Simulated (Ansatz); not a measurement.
# H3OSSi (charge -1): two geometries relaxed

Are the two ends of the rotation by 180° about the O1–S2 bond separate minima, and which lies lower? Each is relaxed from a guess. SMILES of the start: OS[SiH2-].

Method: RKS PBE-D4/def2-TZVP, in Ansatz 0.2.0.

### 1 The structure to begin with

Bond lengths: O1–S2 1.736 Å, S2–Si3 2.171 Å, O1–H4 0.977 Å, Si3–H5 1.480 Å, Si3–H6 1.480 Å. Angles: O1–S2–Si3 94.6°, S2–O1–H4 103.0°, S2–Si3–H5 100.1°, S2–Si3–H6 100.2°, H5–Si3–H6 100.9°.

As a file:

```xyz
6

O    -1.2005   -1.5608   -0.3417
S     0.4440   -1.2404    0.1114
Si    0.2205    0.9187    0.0602
H    -1.5791   -0.6657   -0.4444
H     1.3781    1.2803   -0.7883
H     0.7370    1.2679    1.4028
```

### 2 End point A

Contents of input.yaml:

```yaml
crystal:
  periodic: [false, false, false]
  atoms:
    - { symbol: O, position_ang: [-1.20045, -1.5608, -0.34166] }
    - { symbol: S, position_ang: [0.44399, -1.24044, 0.11137] }
    - { symbol: Si, position_ang: [0.2205, 0.91868, 0.06017] }
    - { symbol: H, position_ang: [-1.57914, -0.66568, -0.44436] }
    - { symbol: H, position_ang: [1.37811, 1.28031, -0.78828] }
    - { symbol: H, position_ang: [0.737, 1.26792, 1.40276] }
total_charge: -1
basis:
  gaussian: { orbitals: def2-TZVP }
hamiltonian:
  xc: pbe
  dispersion: d4
relax:
  f_tol: 0.015
  max_steps: 40
output:
  orbitals: {}
```

Command:

```console
$ ansatz run input.yaml --threads 2 --pin off --max-ram 3072MiB --backend cpu --events-out ev --progress --plain --runs-dir out
```

Standard output (excerpt; [...] marks lines left out):

```text
Warning: RAYON_NUM_THREADS=2 ignored (pool sized by the plan → 2); use --threads N
[...]
Functional definition: PBE
[...]
796 factors; their error is unknown
[...]
mean field -20799.77658622 eV, -764.3776909485 hartree, gradient 2.1e-5 eV, S^2 0.000000; 0 other end points of the search recorded, 0 dependent functions left out
[...]
reference -20799.77661944 eV, -764.3776921694 hartree; 21, 21 occupied and 102, 102 virtual orbitals, 796 factors
relax step   1: F+E_penalty+E_count = -20799.93031532 eV  Δ(F+E_penalty+E_count) = +0.000e0 eV  max|allowed force component| = 1.063e0 eV/Å  Δτ_max = 0.0000 Å  (28 SCF iters, accepted)
[...]
relax step   7: F+E_penalty+E_count = -20800.03360108 eV  Δ(F+E_penalty+E_count) = -2.767e-4 eV  max|allowed force component| = 1.967e-2 eV/Å  Δτ_max = 0.0035 Å  (32 SCF iters, accepted)
[...]
relax step   8: F+E_penalty+E_count = -20800.03364678 eV  Δ(F+E_penalty+E_count) = -4.571e-5 eV  max|allowed force component| = 6.873e-3 eV/Å  Δτ_max = 0.0016 Å  (23 SCF iters, accepted)
796 factors; their error is unknown
mean field -20799.88199144 eV, -764.3815645192 hartree, gradient 2.4e-5 eV, S^2 0.000000; 1 other end points of the search recorded, 0 dependent functions left out
[...]
reference -20799.88202491 eV, -764.3815657491 hartree; 21, 21 occupied and 102, 102 virtual orbitals, 796 factors
Total energy: -20800.03368025 eV, -764.3871389800 hartree
Atom 0 at    -1.253579    -1.636041    -0.360364 Å, force    -0.002443     0.000884    -0.001336 eV/Å
Atom 1 at     0.405575    -1.245773     0.107010 Å, force    -0.004685     0.002244     0.000189 eV/Å
Atom 2 at     0.214092     0.940108     0.063839 Å, force     0.006873     0.000996     0.001519 eV/Å
Atom 3 at    -1.617154    -0.723408    -0.462290 Å, force     0.006863    -0.002465     0.001771 eV/Å
Atom 4 at     1.441100     1.336646    -0.778197 Å, force    -0.003790    -0.000218    -0.001441 eV/Å
Atom 5 at     0.809975     1.328458     1.430003 Å, force    -0.002818    -0.001440    -0.000703 eV/Å
Dipole moment:    -0.075549    -0.219625    -0.023177 e Å
```

Wall time 14 s (2 threads of Intel Xeon Platinum 8488C (Sapphire Rapids), shared host); peak memory 0.21 GiB.

The steps of the relaxation:

| step | energy from step 1 (eV) | largest force component (eV/Å) |
| --- | --- | --- |
| 1 | 0.0000 | 1.0625 |
| 2 | -0.0430 | 0.7035 |
| 3 | -0.0892 | 0.5118 |
| 4 | -0.0973 | 0.2921 |
| 5 | -0.1023 | 0.1204 |
| 6 | -0.1030 | 0.0653 |
| 7 | -0.1033 | 0.0197 |
| 8 | -0.1033 | 0.0069 |

Step 1 is the start.

After: Bond lengths: O1–S2 1.767 Å, S2–Si3 2.195 Å, O1–H4 0.988 Å, Si3–H5 1.540 Å, Si3–H6 1.540 Å. Angles: O1–S2–Si3 97.6°, S2–O1–H4 99.7°, S2–Si3–H5 101.4°, S2–Si3–H6 101.5°, H5–Si3–H6 96.4°.

### 3 End point B

The second end starts from a geometry with the move made by hand.

Contents of input.yaml:

```yaml
crystal:
  periodic: [false, false, false]
  atoms:
    - { symbol: O, position_ang: [-1.20045, -1.5608, -0.34166] }
    - { symbol: S, position_ang: [0.44399, -1.24044, 0.11137] }
    - { symbol: Si, position_ang: [0.99613, -3.33553, 0.25311] }
    - { symbol: H, position_ang: [-1.57914, -0.66568, -0.44436] }
    - { symbol: H, position_ang: [1.62389, -3.34935, 1.59342] }
    - { symbol: H, position_ang: [2.19334, -3.35092, -0.61737] }
total_charge: -1
basis:
  gaussian: { orbitals: def2-TZVP }
hamiltonian:
  xc: pbe
  dispersion: d4
relax:
  f_tol: 0.015
  max_steps: 40
```

Command:

```console
$ ansatz run input.yaml --threads 2 --pin off --max-ram 3072MiB --backend cpu --events-out ev --progress --plain --runs-dir out
```

Standard output (excerpt; [...] marks lines left out):

```text
Warning: RAYON_NUM_THREADS=2 ignored (pool sized by the plan → 2); use --threads N
[...]
[... 1 set-up line as earlier in the session ...]
[...]
796 factors; their error is unknown
[...]
mean field -20799.48569372 eV, -764.3670008464 hartree, gradient 3.2e-5 eV, S^2 0.000000; 0 other end points of the search recorded, 0 dependent functions left out
[...]
reference -20799.48572936 eV, -764.3670021561 hartree; 21, 21 occupied and 102, 102 virtual orbitals, 796 factors
relax step   1: F+E_penalty+E_count = -20799.63581396 eV  Δ(F+E_penalty+E_count) = +0.000e0 eV  max|allowed force component| = 1.126e0 eV/Å  Δτ_max = 0.0000 Å  (28 SCF iters, accepted)
[...]
relax step   6: F+E_penalty+E_count = -20799.65711356 eV  Δ(F+E_penalty+E_count) = +1.358e-1 eV  max|allowed force component| = 2.742e0 eV/Å  Δτ_max = 0.1985 Å  (37 SCF iters, rejected (line search))
[...]
796 factors; their error is unknown
[...]
mean field -20799.88191996 eV, -764.3815618921 hartree, gradient 6.5e-5 eV, S^2 0.000000; 1 other end points of the search recorded, 0 dependent functions left out
[...]
reference -20799.88195363 eV, -764.3815631297 hartree; 21, 21 occupied and 102, 102 virtual orbitals, 796 factors
Total energy: -20800.03361080 eV, -764.3871364278 hartree
Atom 0 at    -1.156684    -0.893248    -0.179528 Å, force     0.003452    -0.001639    -0.000535 eV/Å
Atom 1 at     0.487125    -0.991936     0.462204 Å, force     0.002053     0.011272     0.005820 eV/Å
Atom 2 at     0.844681    -3.112275     0.027942 Å, force     0.003093    -0.010594     0.007184 eV/Å
Atom 3 at    -1.270660    -1.825414    -0.484856 Å, force    -0.002708    -0.002588    -0.005276 eV/Å
Atom 4 at     1.352180    -3.625290     1.389083 Å, force     0.000056     0.001675    -0.006312 eV/Å
Atom 5 at     2.221119    -3.054557    -0.660336 Å, force    -0.005945     0.001875    -0.000881 eV/Å
Dipole moment:    -0.123541     0.197757     0.002307 e Å
```

Wall time 28 s (2 threads of Intel Xeon Platinum 8488C (Sapphire Rapids), shared host); peak memory 0.21 GiB.

Relaxation path:

| step | energy from step 1 (eV) | largest force component (eV/Å) |
| --- | --- | --- |
| 1 | 0.0000 | 1.1263 |
| 2 | -0.0655 | 0.6465 |
| 3 | -0.1053 | 0.4795 |
| 4 | -0.1212 | 0.2610 |
| 5 | -0.1571 | 0.1686 |
| 6x | -0.0213 | 2.7424 |
| 7 | -0.1786 | 0.2908 |
| 8 | -0.1949 | 0.6825 |
| 9 | -0.2299 | 0.3559 |
| 10 | -0.2458 | 0.6459 |
| 11 | -0.2979 | 0.2626 |
| 12 | -0.3114 | 0.4224 |
| 13x | -0.2518 | 1.8576 |
| 14 | -0.3391 | 0.1486 |
| 15 | -0.3552 | 0.5530 |
| 16 | -0.3726 | 0.4662 |
| 17 | -0.3866 | 0.2573 |
| 18 | -0.3973 | 0.0330 |
| 19 | -0.3978 | 0.0155 |
| 20 | -0.3978 | 0.0113 |

Step 1 is the start. 2 steps were tried and not accepted (marked x).

After: Bond lengths: O1–S2 1.767 Å, S2–Si3 2.194 Å, O1–H4 0.987 Å, Si3–H5 1.541 Å, Si3–H6 1.540 Å. Angles: O1–S2–Si3 97.7°, S2–O1–H4 99.6°, S2–Si3–H5 101.6°, S2–Si3–H6 101.4°, H5–Si3–H6 96.5°.

### 4 Results

| quantity | value |
| --- | --- |
| end A | 7 moves, 0.103 eV lower |
| end B | 17 moves, 0.398 eV lower |
| largest difference between the ends | 0.01 Å |
| end B relative to end A | +0.000 eV |

**Reading.** The two relaxations end at one structure, within 0.01 Å: no second minimum was found from this start, which doesn't rule one out.
